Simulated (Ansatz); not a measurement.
# H₃O (doublet): the correlation ladder at distance O1–H3 along a hydrogen transfer = 1.439 Å, cc-pVDZ

Aim: climb from Hartree-Fock through coupled cluster and multireference methods for H₃O (doublet) at one geometry and basis, and see what each rung misses.

Method: cc-pVDZ, core rule «outside noble gas», up to 1 orbitals frozen; program: Ansatz 0.2.0, Gaussian basis.

The runs, in order: UHF; CCSD(T) on ROHF; CCSD(T) on UHF; BCCD(T) on ROHF; CISD; CCSDT(Q) on ROHF; CCSDT(Q) on UHF; CCSDTQ on ROHF; CCSDTQ on UHF; CASSCF and MRCISD+Q, 3 electrons in 3 orbitals; CASSCF and NEVPT2, 3 electrons in 3 orbitals; CASSCF and MRCISD+Q, 9 electrons in 7 orbitals; CASSCF and MRCISD+Q(relaxed), 9 electrons in 7 orbitals; CASSCF and NEVPT2, 9 electrons in 7 orbitals.

**1. What is computed**

The geometry derives from fragments relaxed apart (PBE0/def2-TZVP) and kept rigid, so it is no stationary point. A hydrogen atom is moved between rigid fragments.

4 atoms, charge 0, spin multiplicity 2.

Atoms are counted from 1 here; the program's logs count them from 0.

Bond lengths: O1–H2 0.960 Å, H3–H4 0.745 Å.

Coordinates:

```
O    -0.17875   -0.04909    0.00000
H    -0.42806    0.87748    0.00000
H     1.26025   -0.04909    0.00000
H     2.00525   -0.04909    0.00000
```

**2. UHF**

in.yaml reads:

```yaml
crystal:
  periodic: [false, false, false]
  atoms:
    - {symbol: O, position_ang: [-0.178754, -0.049094, 0.000000]}
    - {symbol: H, position_ang: [-0.428064, 0.877481, 0.000000]}
    - {symbol: H, position_ang: [1.260246, -0.049094, 0.000000]}
    - {symbol: H, position_ang: [2.005246, -0.049094, 0.000000]}
basis:
  gaussian: {orbitals: cc-pVDZ}
magnetization: {spin_polarized: true, initial_magnetization: 1}
hamiltonian: {xc: hf}
output: {orbitals: {seedname: orbitals}}
```

The run is started by

```sh
$ ansatz run in.yaml --threads 1 --pin off --events-out ev --progress --plain --max-ram 2816MiB --backend cpu
```

Further steps of the session: CCSD(T) on ROHF; CCSD(T) on UHF; BCCD(T) on ROHF; CISD; CCSDT(Q) on ROHF; CCSDT(Q) on UHF; CCSDTQ on ROHF; CCSDTQ on UHF; CASSCF and MRCISD+Q, 3 electrons in 3 orbitals; CASSCF and NEVPT2, 3 electrons in 3 orbitals; CASSCF and MRCISD+Q, 9 electrons in 7 orbitals; CASSCF and MRCISD+Q(relaxed), 9 electrons in 7 orbitals; CASSCF and NEVPT2, 9 electrons in 7 orbitals.

**Question.** What will the summary of the whole plan be? Wanted: UCCSDTQ below the RHF energy; RMP2 from UCCSDTQ; UMP2 from UCCSDTQ; RCCSD from UCCSDTQ; RCCSD(T) from UCCSDTQ; UCCSD(T) from UCCSDTQ; RCCSDT(Q) from UCCSDTQ; UCCSDT(Q) from UCCSDTQ; MRCISD+Q pair from UCCSDTQ.

As calculated:

```
                         quantity                                                                                                                                   value
     UCCSDTQ below the RHF energy                                                                                                                              -5.9261 eV
                RMP2 from UCCSDTQ                                                                                                                            +69.7 kJ/mol
                UMP2 from UCCSDTQ                                                                                                                            +68.7 kJ/mol
               RCCSD from UCCSDTQ                                                                                                                             +9.2 kJ/mol
            RCCSD(T) from UCCSDTQ                                                                                                                             +1.7 kJ/mol
            UCCSD(T) from UCCSDTQ                                                                                                                             +1.7 kJ/mol
           RCCSDT(Q) from UCCSDTQ                                                                                                                             +0.1 kJ/mol
           UCCSDT(Q) from UCCSDTQ                                                                                                                              0.0 kJ/mol
       MRCISD+Q pair from UCCSDTQ                                                                                                                             +1.1 kJ/mol
      NEVPT2 valence from UCCSDTQ                                                                                                                            +74.9 kJ/mol
    MRCISD+Q valence from UCCSDTQ                                                                                                                             +1.8 kJ/mol
levels within 1 kcal/mol (43 meV)  RCCSD(T), UCCSD(T), BCCD(T), RCCSDT, UCCSDT, RCCSDT(Q), UCCSDT(Q), RCCSDTQ, MRCISD+Q pair, MRCISD+Q valence, MRCISD+Q(relaxed) valence
                    T1 diagnostic                                                                                                                                   0.027
   effectively unpaired electrons                                                                                                                                    1.01
```

What this shows: RCCSD(T) misses by +1.7 kJ/mol, 0.3 % of the correlation energy. One determinant dominates. Of the multireference levels listed MRCISD+Q(relaxed) valence comes nearest in total energy (-0.7 kJ/mol), which doesn't show that its space is the better one. These misses are within one basis, not against nature; the frozen cores of restricted and unrestricted runs differ, which can shift their rows.
